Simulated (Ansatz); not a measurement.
## Al₂H, quartet: the ladder up to full CI

Geometry: a point of a stretch scan, not a stationary point.

```xyz
3

Al    0.0000    0.0000    1.6233
Al    0.0000    0.0000   -4.8297
H     0.0000    0.0000    3.2065
```

Basis 6-31G; Ansatz 0.2.0. Correlated methods freeze the noble-gas cores, which leaves 7 electrons in 18 orbitals. Prefix R: restricted or restricted open-shell reference; prefix U: unrestricted. Active spaces: pair = (5e, 5o) about the gap; valence = (7e, 9o) chosen from the atoms' valence shells.

Full CI is exact within this basis and frozen core; it isn't the basis-set limit. The frozen core follows each run's orbitals, which can shift R against U totals by a few meV.

For open shells CISD and CISDTQ are restricted-active-space CI with the open shells as a complete middle space.

```
UHF ⟨S²⟩                          : 3.753
T1 diagnostic (RCCSD)             : 0.0203
largest doubles amplitude (RCCSD) : 0.112
T1 diagnostic (UCCSD)             : 0.0149
```

| level | E − E(RHF) (eV) |
| --- | --- |
| UHF | -0.0160 |
| RMP2 | -0.9455 |
| UMP2 | -0.9516 |
| RCCSD | -1.5668 |
| UCCSD | -1.5687 |
| RCCSD(T) | -1.5789 |
| UCCSD(T) | -1.5797 |

(1) Estimate how far full CI in 6-31G lies from RCCSD(T). The table doesn't fix it; the size of (T) and the diagnostics are the guide.

(1) Full CI in 6-31G lies 0.26 mEh below RCCSD(T), which is 58 % of the (T) step (-0.44 mEh). The diagnostics give no warning, yet the rest is a sizeable part of (T).

The other levels:

| level | E − E(full CI) (mEh) | share of correlation (%) | wall time |
| --- | --- | --- | --- |
| CISD | 2.94 | 94.95 | 1.1 s |
| BCCD(T) | 0.23 | 99.60 | 2.4 s |
| RCCSDT | 0.01 | 99.99 | – |
| UCCSDT | -0.01 | 100.01 | – |
| CISDTQ | 0.05 | 99.92 | 6 s |
| RCCSDT(Q) | 0.00 | 100.00 | 4.3 s |
| UCCSDT(Q) | -0.01 | 100.02 | 4.7 s |
| RCCSDTQ | 0.00 | 100.00 | 17 s |
| UCCSDTQ | -0.01 | 100.02 | 17 s |
| CASSCF (pair space) | 40.58 | 30.36 | – |
| NEVPT2 (pair space) | 17.60 | 69.80 | 1.9 s |
| MRCISD (pair space) | 1.48 | 97.47 | – |
| MRCISD+Q (pair space) | -0.93 | 101.60 | 2.5 s |
| CASSCF (valence space) | 12.76 | 78.10 | – |
| NEVPT2 (valence space) | 5.31 | 90.89 | 2.6 s |
| NEVPT4(SD) (valence space) | 1.15 | 98.03 | 3.6 s |
| MRCISD (valence space) | 0.25 | 99.57 | – |
| MRCISD+Q (valence space) | 0.07 | 99.89 | 3.8 s |

The correlation energy at full CI, counted from RHF, is -1.586 eV. That run took 11 s on 1 thread of AMD EPYC 7B13, shared host over 327,824 determinants.

Times hold each run's SCF and search for its determinant on a shared host, so for small cases they say little of a method's own cost; they ran on 1 thread of AMD EPYC 7B13.

Not variational, and here over 5 meV under the exact energy: MRCISD+Q (pair space).

The full-CI state has the irrep B2 of C2v, in the program's axes (one component, if the state is degenerate).

Natural occupations of full CI about the gap: 1.953 1.906 0.998 0.997 0.996 0.041 0.041 0.029 0.014 0.007; effectively unpaired electrons, Σ n²(2−n)², 3.06.
